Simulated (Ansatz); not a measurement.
Ladder of methods for the band gap of cubic perovskite SrTiO3 (cubic form, which distorts at low temperature)

Reference value: 3.59 eV (measured, zero-point renormalisation of 336 meV (experimental, the table's column) added back here, indirect; inputs from Miglio et al. (2020), arXiv:2011.12765).

```csv
level (code),value (eV),cell (Å³/atom)
LDA+SOC (Ansatz),1.77 (indirect),11.91
BLYP (Ansatz),1.92,11.91
PBEsol+SOC (Ansatz),1.82 (indirect),11.91
revPBE (Ansatz),1.83,12.44
RPBE (Ansatz),1.93,11.91
PBE-D4 (Ansatz),(withheld),12.01
r²SCAN+rVV10 (Ansatz),(withheld),11.84
B3LYP (VWN-RPA form) (Ansatz),(withheld),11.91
Hartree–Fock (Ansatz),12.25,11.91
```

Problem. What belongs in the gaps?

Solution. 
- PBE-D4 (Ansatz, a quantum-chemistry and plane-wave program), value (eV): 1.87
- r²SCAN+rVV10 (Ansatz), value (eV): 2.27
- B3LYP (VWN-RPA form) (Ansatz), value (eV): 3.65

Errors against the reference: LDA+SOC -1.82 eV, BLYP -1.67 eV, PBEsol+SOC -1.77 eV, revPBE -1.76 eV, RPBE -1.66 eV, PBE-D4 -1.72 eV, r²SCAN+rVV10 -1.32 eV, B3LYP (VWN-RPA form) +0.06 eV, Hartree–Fock +8.66 eV.

Closest of the ranked levels: B3LYP (VWN-RPA form) (+0.06 eV). Farthest off among them: Hartree–Fock (+8.66 eV). Of the ranked levels only B3LYP (VWN-RPA form) lands within 0.2 eV.

Semilocal Kohn–Sham gaps run low as a rule, and all computed gaps are for a static lattice, while measured ones hold electron–phonon shifts unless said otherwise. Spin–orbit coupling is included only where a level's name says +SOC; with heavier elements it mostly lowers gaps and can invert bands.  revPBE, PBE-D4, r²SCAN+rVV10: the relaxation could not lower the start's symmetry, so the cell can be a saddle point above a distorted one. Values are at the measured cell; revPBE at the level's own relaxed cell; PBE-D4 at the level's own equilibrium cell; r²SCAN+rVV10 at the level's own relaxed cell. Cutoffs and k meshes differ between the levels. Ansatz's density-functional and Hartree–Fock values are scalar-relativistic unless marked +SOC, with PAW data made under PBE.

Differences are worked out from the printed values.
